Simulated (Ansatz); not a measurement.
Relaxation of C₃H₉ (12 atoms, charge 0, multiplicity 2), to a largest force component of 0.03 eV/Å in at most 50 steps.

The calculation used UKS PBE0/def2-SVP in Ansatz 0.2.0.

```xyz
12
Properties=species:S:1:pos:R:3:forces:R:3
H -1.311 -1.348 1.045 2.06 1.07 -0.86
C 0.517 -0.152 0.112 0.06 0.08 -0.05
C 0.183 -0.418 -1.309 0.03 -0.07 -0.03
C 0.293 1.184 0.720 0.04 0.01 0.07
H -1.897 -1.651 1.292 -2.16 -1.12 0.91
H 1.198 -0.841 0.620 0.02 -0.03 0.02
H 0.881 0.102 -1.997 0.00 0.02 -0.03
H 0.244 -1.490 -1.552 -0.02 0.01 0.00
H -0.829 -0.065 -1.574 0.00 0.02 0.02
H 1.028 1.927 0.348 0.00 0.04 -0.01
H 0.398 1.161 1.815 -0.02 0.00 -0.01
H -0.705 1.591 0.480 -0.01 -0.02 -0.02
```

Q: Where does it end, and by what steps?

A: It converged. The force dipped under the threshold on the way, but the program's further checks kept it going. After 5 steps the energy has fallen by 0.092 eV; H5 moved furthest, 0.34 Å.

```
step  energy less start (eV)  largest force component (eV/Å)  accepted
   0                  0.0000                           2.163       yes
   1                 -0.0891                           0.112       yes
   2                 -0.0919                           0.041       yes
   3                 -0.0899                           0.145        no
   4                 -0.0920                           0.005       yes
   5                 -0.0922                           0.006       yes
```

```xyz
12
Properties=species:S:1:pos:R:3
H -1.521 -1.483 1.174
C 0.604 -0.111 0.076
C 0.232 -0.390 -1.334
C 0.338 1.211 0.697
H -2.160 -1.820 1.420
H 1.307 -0.789 0.574
H 0.899 0.132 -2.051
H 0.286 -1.462 -1.574
H -0.791 -0.040 -1.562
H 1.037 1.992 0.328
H 0.445 1.185 1.792
H -0.677 1.576 0.461
```

Whether the end is a true minimum wasn't checked by a vibrational analysis.

Time of the run: 16 s on 2 threads of Arm Neoverse V1, on a shared host, peak memory 0.2 GiB.
